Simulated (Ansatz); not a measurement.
**CHSSi−: one structure at several levels**

One table from this session's results is given with a row withheld; the runs are named, their logs left out.

Program: Ansatz 0.2.0, Gaussian basis. Level of theory: single points in def2-TZVPPD. These are calculated values, not measurements.

Correlated methods freeze the cores.

## The system as given

SMILES `[C-]#[Si]S`, 4 atoms, charge -1, spin multiplicity 1.

Atoms are counted from 1 here; the program's logs count them from 0.

Bond lengths: C1–Si2 1.563 Å, Si2–S3 2.298 Å, S3–H4 1.373 Å. Angles: C1–Si2–S3 174.6°, Si2–S3–H4 96.6°.

Geometry (Å):

```xyz
4
charge -1, multiplicity 1
C    -1.9798    0.3564    1.1357
Si   -0.7824    0.2296    0.1388
S     1.1074    0.0432   -1.1549
H     1.8917   -0.5606   -0.2040
```

Set-up of the first run:

Contents of run/in.yaml:

```yaml
crystal:
  periodic: [false, false, false]
  atoms:
    - {symbol: C, position_ang: [-1.979800, 0.356400, 1.135700]}
    - {symbol: Si, position_ang: [-0.782400, 0.229600, 0.138800]}
    - {symbol: S, position_ang: [1.107400, 0.043200, -1.154900]}
    - {symbol: H, position_ang: [1.891700, -0.560600, -0.204000]}
basis:
  gaussian: {orbitals: "def2-TZVPPD.json"}
total_charge: -1
correlation: {method: ccsd_t}
output: {forces: true}
```

The basis file named in the input lies beside it (Basis Set Exchange, JSON).

The command line of these runs was not kept.

Steps of the session up to this table: CCSD(T)/def2-TZVPPD; PBE0-D4/def2-TZVPPD; wB97M-V/def2-TZVPPD; r2SCAN-D4/def2-TZVPPD; PBE-D4/def2-TZVPPD; r2SCANh-D4/def2-TZVPPD; BHLYP-D4/def2-TZVPPD.

One table of the session follows, with a row left open; its other results are not shown here.

```
    method  RMS force component (eV/Å)  angle to CCSD(T) forces (°)
   CCSD(T)                       2.688                    reference
   PBE0-D4                       2.397                          3.4
   wB97M-V                       2.305                          4.7
 r2SCAN-D4                       2.447                          1.8
    PBE-D4                       2.502                          2.8
r2SCANh-D4                           ?                            ?
  BHLYP-D4                       2.237                          6.8
```

Q: Estimate the row for r2SCANh-D4 from the others.

As computed: RMS force component (eV/Å): 2.413; angle to CCSD(T) forces (°): 2.7. In the column «RMS force component (eV/Å)» it lies between PBE0-D4 (2.397) and r2SCAN-D4 (2.447).
